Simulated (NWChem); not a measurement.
System: CN anion

Input file for NWChem:

```
start job
memory heap 200 mb stack 900 mb global 1100 mb
charge -1
geometry units angstroms noautosym nocenter noautoz
  C      0.000000     0.000000    -0.633202
  N      0.000000     0.000000     0.540889
end
basis spherical
  * library aug-cc-pvdz
end
dft
  xc m06-2x
  iterations 150
end
cosmo
  dielec 2.0
end
task dft energy
```

The geometry was optimised at B3LYP/def2-SVPD.

Level: M06-2X/aug-cc-pVDZ with COSMO at NWChem's default radii, gas-phase geometry; the question gives the dielectric constant. Reactions with the solvent are ignored.

### Question
Give the results of this calculation. (M06-2X/aug-cc-pVDZ, COSMO on the gas-phase geometry.) Quantities: electrostatic solvation energy (kcal/mol).

### Answer
- electrostatic solvation energy (kcal/mol): -35.1
